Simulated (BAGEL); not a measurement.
**ROHF/def2-TZVPPD (density fitting with qzvpp-jkfit) run of LiO (lithium monoxide)**

What is the vertical doublet–quartet gap of LiO (lithium monoxide) at ROHF/def2-TZVPPD (density fitting with qzvpp-jkfit)? 

The calculation is run with BAGEL 1.2.2.

7 further runs of the same task are left out: 2 that didn't finish, 5 set aside as unsound or not needed.

### 1 The structure to begin with

LiO: 2 atoms, total charge 0, spin state doublet. SMILES: `[Li][O]`. The shape comes from GFN2-xTB, which is rough for such elements, and wasn't checked as a minimum.

Bond lengths: Li1–O2 1.566 Å.

### 2 The energy at ROHF/def2-TZVPPD (density fitting with qzvpp-jkfit)

Input file calc.json:

```json
{ "bagel" : [

{
  "title" : "molecule",
  "basis" : "def2-tzvppd.json",
  "df_basis" : "qzvpp-jkfit",
  "angstrom" : true,
  "geometry" : [
    { "atom" : "Li", "xyz" : [    0.000000,    0.000000,    0.000000 ] },
    { "atom" : "O", "xyz" : [    0.000000,    0.000000,    1.565800 ] }
  ]
},
{
  "title" : "rohf",
  "nopen" : 1
},
{
  "title" : "print",
  "file" : "orbitals.molden",
  "orbitals" : true
}

]}
```

The basis set def2-TZVPPD is read from a file made from the Basis Set Exchange's data (not shown).

Started as:

```bash
$ BAGEL_NUM_THREADS=1 BAGEL calc.json > calc.out
```

The program printed:

```text
* using 1 threads per process

  ===============================================================
  ===============================================================

  *** Geometry ***

  { "atom" : "Li", "xyz" : [      0.000000,      0.000000,      0.000000 ] },
  { "atom" : "O", "xyz" : [      0.000000,      0.000000,      2.958933 ] },

  Number of auxiliary basis functions:      128

  Since a DF basis is specified, we compute 2- and 3-index integrals:
    o Being stored without compression. Storage requirement is 0.004 GB

  Number of basis functions:       62
  Number of electrons      :       11

    * METHOD: MOLECULE                             0.02

  *** Open-shell HF ***

  === Nuclear Repulsion ===
     8.1110314575

      * DIIS with orbital gradients will be used.

  === ROHF iteration (def2-tzvppd.json) ===
      0        -82.10673360          0.06793007           0.00
      1        -82.22809508          0.04482533           0.01
      2        -82.27943472          0.02573509           0.01
      3        -82.30575854          0.00092539           0.01
      4        -82.30580259          0.00020909           0.01
      5        -82.30580885          0.00005937           0.01
      6        -82.30580942          0.00001537           0.01
      7        -82.30580935          0.00000273           0.01
      8        -82.30580931          0.00000038           0.01
      9        -82.30580930          0.00000011           0.01
     10        -82.30580930          0.00000005           0.01
     11        -82.30580930          0.00000001           0.01
     12        -82.30580930          0.00000000           0.01
    * SCF iteration converged.

    * S^2 (ROHF) is 0.7500

    * Permanent dipole moment:
           (   -0.000000,     0.000000,     2.504375) a.u.

    * METHOD: ROHF                                 0.10

    * METHOD: PRINT                                0.01

  ===============================================================
```

It took 0.24 s on 1 thread of Arm Neoverse V2, shared host.

### 3 The quartet at the same level

Input file input.json:

```json
{ "bagel" : [

{
  "title" : "molecule",
  "basis" : "def2-tzvppd.json",
  "df_basis" : "qzvpp-jkfit",
  "angstrom" : true,
  "geometry" : [
    { "atom" : "Li", "xyz" : [    0.000000,    0.000000,    0.000000 ] },
    { "atom" : "O", "xyz" : [    0.000000,    0.000000,    1.565800 ] }
  ]
},
{ "title" : "rohf", "nopen" : 3 },
{ "title" : "print", "file" : "orbitals.molden", "orbitals" : true }

]}
```

The basis set def2-TZVPPD is read from a file made from the Basis Set Exchange's data (not shown).

Started as:

```bash
$ BAGEL_NUM_THREADS=1 BAGEL input.json > input.out
```

The program printed:

```text
* using 1 threads per process

  ===============================================================
  ===============================================================

  *** Geometry ***

  { "atom" : "Li", "xyz" : [      0.000000,      0.000000,      0.000000 ] },
  { "atom" : "O", "xyz" : [      0.000000,      0.000000,      2.958933 ] },

  Number of auxiliary basis functions:      128

  Since a DF basis is specified, we compute 2- and 3-index integrals:
    o Being stored without compression. Storage requirement is 0.004 GB

  Number of basis functions:       62
  Number of electrons      :       11

    * METHOD: MOLECULE                             0.02

  *** Open-shell HF ***

  === Nuclear Repulsion ===
     8.1110314575

      * DIIS with orbital gradients will be used.

  === ROHF iteration (def2-tzvppd.json) ===
      0        -82.17703978          0.02079261           0.00
      1        -82.20380225          0.00505686           0.01
      2        -82.20657805          0.00181495           0.01
      3        -82.20720277          0.00070733           0.01
      4        -82.20750946          0.00025550           0.01
      5        -82.20756044          0.00005970           0.01
      6        -82.20756250          0.00001147           0.01
      7        -82.20756244          0.00000236           0.01
      8        -82.20756245          0.00000095           0.01
      9        -82.20756244          0.00000026           0.01
     10        -82.20756244          0.00000006           0.01
     11        -82.20756243          0.00000002           0.01
     12        -82.20756243          0.00000001           0.01
    * SCF iteration converged.

    * S^2 (ROHF) is 3.7500

    * Permanent dipole moment:
           (   -0.000000,     0.000000,    -1.408918) a.u.

    * METHOD: ROHF                                 0.09

    * METHOD: PRINT                                0.01

  ===============================================================
```

It took 0.24 s on 1 thread of Arm Neoverse V2, shared host.

### 4 What came out

Level: ROHF/def2-TZVPPD (density fitting with qzvpp-jkfit).

```
                                        quantity         value
                           doublet: total energy  -82.30581 Eh
                          doublet: dipole moment        6.37 D
                                   doublet: ⟨S²⟩         0.750
                           quartet: total energy  -82.20756 Eh
                          quartet: dipole moment        3.58 D
                                   quartet: ⟨S²⟩         3.750
vertical energy of the quartet above the doublet      2.673 eV
```

At this shape the quartet lies 2.67 eV (258 kJ/mol) above the doublet.
